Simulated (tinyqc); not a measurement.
RHF in the sto-6g basis, for H2O, spin multiplicity 1, step by step. One step of it, computed by the program tinyqc.

Question. Iteration 1: building the Fock matrix. J_ij = sum D_kl (ij|kl), K_ij = sum D_kl (ik|jl); F = H + J - 0.5 K; E = tr D H + tr D J / 2 - 0.25 tr D K + E_nn.

D at the start:
```
            1O 1s      1O 2s    1O 2px     1O 2py     1O 2pz      2H 1s      3H 1s
1O 1s    2.138649  -0.485262  0.000000   0.000031   0.011641  -0.012602  -0.012584
1O 2s   -0.485262   2.103976  0.000000  -0.000195  -0.064058   0.053575   0.053574
1O 2px   0.000000   0.000000  1.307474   0.000000   0.000000   0.000000   0.000000
1O 2py   0.000031  -0.000195  0.000000   1.219354  -0.000162   0.110686  -0.110726
1O 2pz   0.011641  -0.064058  0.000000  -0.000162   1.242957   0.077567   0.077596
2H 1s   -0.012602   0.053575  0.000000   0.110686   0.077567   0.990892   0.056156
3H 1s   -0.012584   0.053574  0.000000  -0.110726   0.077596   0.056156   0.990909
```

core Hamiltonian H = T + V (hartree):
```
             1O 1s      1O 2s     1O 2px     1O 2py     1O 2pz      2H 1s      3H 1s
1O 1s   -32.770845  -7.241404   0.000000  -0.000032  -0.012853  -0.871381  -0.865694
1O 2s    -7.241404  -8.995794   0.000000  -0.000357  -0.151451  -2.176009  -2.164885
1O 2px    0.000000   0.000000  -7.264597   0.000000   0.000000   0.000000   0.000000
1O 2py   -0.000032  -0.000357   0.000000  -7.332790  -0.000193  -1.229250   1.223741
1O 2pz   -0.012853  -0.151451   0.000000  -0.000193  -7.322734  -1.171147  -1.166207
2H 1s    -0.871381  -2.176009   0.000000  -1.229250  -1.171147  -4.082785  -0.801828
3H 1s    -0.865694  -2.164885   0.000000   1.223741  -1.166207  -0.801828  -4.075752
```

Two-electron integrals (ij|kl) in chemists' order, unique and non-zero (hartree):
```
(11|11) 4.787491    (21|11) 0.675884    (21|21) 0.121505    (22|11) 1.117379
(22|21) 0.249212    (22|22) 0.817383    (31|31) 0.025762    (32|31) 0.039145
(32|32) 0.180664    (33|11) 1.117381    (33|21) 0.249212    (33|22) 0.817382
(33|33) 0.880663    (41|41) 0.025762    (42|41) 0.039145    (42|42) 0.180664
(43|43) 0.047461    (44|11) 1.117381    (44|21) 0.249212    (44|22) 0.817382
(44|33) 0.785741    (44|44) 0.880663    (51|51) 0.025762    (52|51) 0.039145
(52|52) 0.180664    (53|53) 0.047461    (54|54) 0.047461    (55|11) 1.117381
(55|21) 0.249212    (55|22) 0.817382    (55|33) 0.785741    (55|44) 0.785741
(55|55) 0.880663    (61|11) 0.085821    (61|21) 0.014804    (61|22) 0.029756
(61|33) 0.029694    (61|41) 0.000534    (61|42) 0.001050    (61|44) 0.029795
(61|51) 0.000493    (61|52) 0.000970    (61|54) 0.000093    (61|55) 0.029780
(61|61) 0.001838    (62|11) 0.233868    (62|21) 0.053014    (62|22) 0.195782
(62|33) 0.192394    (62|41) 0.003134    (62|42) 0.024266    (62|44) 0.197880
(62|51) 0.002893    (62|52) 0.022404    (62|54) 0.005065    (62|55) 0.197070
(62|61) 0.006511    (62|62) 0.061554    (63|31) 0.005546    (63|32) 0.032323
(63|43) 0.004873    (63|53) 0.004499    (63|63) 0.008130    (64|11) 0.133073
(64|21) 0.030561    (64|22) 0.120252    (64|33) 0.115075    (64|41) 0.007071
(64|42) 0.045948    (64|44) 0.127944    (64|51) 0.001408    (64|52) 0.012579
(64|54) 0.007383    (64|55) 0.117738    (64|61) 0.003903    (64|62) 0.045920
(64|64) 0.041919    (65|11) 0.122858    (65|21) 0.028215    (65|22) 0.111022
(65|33) 0.106242    (65|41) 0.001408    (65|42) 0.012579    (65|44) 0.109126
(65|51) 0.006846    (65|52) 0.043936    (65|54) 0.007536    (65|55) 0.117698
(65|61) 0.003603    (65|62) 0.042396    (65|64) 0.031195    (65|65) 0.036931
(66|11) 0.415602    (66|21) 0.095930    (66|22) 0.407212    (66|33) 0.392544
(66|41) 0.006446    (66|42) 0.070354    (66|44) 0.416300    (66|51) 0.005951
(66|52) 0.064954    (66|54) 0.021932    (66|55) 0.412793    (66|61) 0.011855
(66|62) 0.172423    (66|64) 0.146206    (66|65) 0.134983    (66|66) 0.774999
(71|11) 0.085258    (71|21) 0.014707    (71|22) 0.029562    (71|33) 0.029500
(71|41) -0.000530   (71|42) -0.001043   (71|44) 0.029600    (71|51) 0.000490
(71|52) 0.000963    (71|54) -0.000093   (71|55) 0.029585    (71|61) 0.001802
(71|62) 0.006275    (71|64) 0.003462    (71|65) 0.003477    (71|66) 0.011352
(71|71) 0.001814    (72|11) 0.232620    (72|21) 0.052733    (72|22) 0.194776
(72|33) 0.191405    (72|41) -0.003117   (72|42) -0.024147   (72|44) 0.196863
(72|51) 0.002878    (72|52) 0.022297    (72|54) -0.005040   (72|55) 0.196059
(72|61) 0.006283    (72|62) 0.048930    (72|64) 0.025499    (72|65) 0.032861
(72|66) 0.110346    (72|71) 0.006435    (72|72) 0.060961    (73|31) 0.005513
(73|32) 0.032142    (73|43) -0.004847   (73|53) 0.004476    (73|63) 0.006232
(73|73) 0.008046    (74|11) -0.132445   (74|21) -0.030417   (74|22) -0.119705
(74|33) -0.114554   (74|41) 0.007030    (74|42) 0.045703    (74|44) -0.127357
(74|51) -0.001401   (74|52) -0.012522   (74|54) 0.007346    (74|55) -0.117204
(74|61) -0.003469   (74|62) -0.025520   (74|64) -0.007535   (74|65) -0.016819
(74|66) -0.053442   (74|71) -0.003859   (74|72) -0.045504   (74|74) 0.041546
(75|11) 0.122300    (75|21) 0.028087    (75|22) 0.110537    (75|33) 0.105780
(75|41) -0.001401   (75|42) -0.012522   (75|44) 0.108650    (75|51) 0.006807
(75|52) 0.043705    (75|54) -0.007497   (75|55) 0.117180    (75|61) 0.003484
(75|62) 0.032878    (75|64) 0.016817    (75|65) 0.027917    (75|66) 0.080463
(75|71) 0.003563    (75|72) 0.042018    (75|74) -0.030934   (75|75) 0.036611
(76|11) 0.077292    (76|21) 0.017743    (76|22) 0.072195    (76|33) 0.070366
(76|41) -6.11e-07   (76|42) -0.000007   (76|44) 0.071475    (76|51) 0.001419
(76|52) 0.013597    (76|54) -1.94e-06   (76|55) 0.074744    (76|61) 0.002161
(76|62) 0.023565    (76|64) 0.015323    (76|65) 0.018251    (76|66) 0.073358
(76|71) 0.002147    (76|72) 0.023463    (76|74) -0.015272   (76|75) 0.018184
(76|76) 0.012029    (77|11) 0.414725    (77|21) 0.095729    (77|22) 0.406435
(77|33) 0.391819    (77|41) -0.006421   (77|42) -0.070138   (77|44) 0.415485
(77|51) 0.005929    (77|52) 0.064766    (77|54) -0.021853   (77|55) 0.411999
(77|61) 0.011402    (77|62) 0.110703    (77|64) 0.053587    (77|65) 0.080669
(77|66) 0.284046    (77|71) 0.011752    (77|72) 0.171428    (77|74) -0.145438
(77|75) 0.134299    (77|76) 0.073358    (77|77) 0.774999
```

nuclear repulsion = 7.00354574 hartree

Give: Coulomb J; exchange K; Fock matrix F; total energy of this density.

Answer.

Coulomb J (hartree):
```
         1O 1s  1O 2s  1O 2px  1O 2py  1O 2pz  2H 1s   3H 1s
1O 1s   17.120  3.016   0.000   0.000   0.011  0.371   0.369
1O 2s    3.016  7.891   0.000   0.000   0.132  1.918   1.908
1O 2px   0.000  0.000   7.862   0.000   0.000  0.000   0.000
1O 2py   0.000  0.000   0.000   7.909   0.000  1.185  -1.179
1O 2pz   0.011  0.132   0.000   0.000   7.902  1.126   1.121
2H 1s    0.371  1.918   0.000   1.185   1.126  4.343   0.734
3H 1s    0.369  1.908   0.000  -1.179   1.121  0.734   4.337
```

exchange K (hartree):
```
        1O 1s  1O 2s  1O 2px  1O 2py  1O 2pz  2H 1s   3H 1s
1O 1s   9.939  1.534   0.000   0.000   0.008  0.215   0.214
1O 2s   1.534  2.603   0.000   0.000   0.081  0.802   0.798
1O 2px  0.000  0.000   1.692   0.000   0.000  0.000   0.000
1O 2py  0.000  0.000   0.000   1.742   0.000  0.400  -0.398
1O 2pz  0.008  0.081   0.000   0.000   1.737  0.405   0.403
2H 1s   0.215  0.802   0.000   0.400   0.405  1.091   0.313
3H 1s   0.214  0.798   0.000  -0.398   0.403  0.313   1.088
```

Fock matrix F (hartree):
```
          1O 1s   1O 2s  1O 2px  1O 2py  1O 2pz   2H 1s   3H 1s
1O 1s   -20.620  -4.992   0.000   0.000  -0.006  -0.608  -0.604
1O 2s    -4.992  -2.406   0.000   0.000  -0.060  -0.659  -0.656
1O 2px    0.000   0.000  -0.249   0.000   0.000   0.000   0.000
1O 2py    0.000   0.000   0.000  -0.295   0.000  -0.244   0.243
1O 2pz   -0.006  -0.060   0.000   0.000  -0.289  -0.247  -0.247
2H 1s    -0.608  -0.659   0.000  -0.244  -0.247  -0.285  -0.224
3H 1s    -0.604  -0.656   0.000   0.243  -0.247  -0.224  -0.283
```

total energy of this density = -75.61826 hartree

This density is the starting one; it is not idempotent, so its energy is not variational and may lie below the converged one.
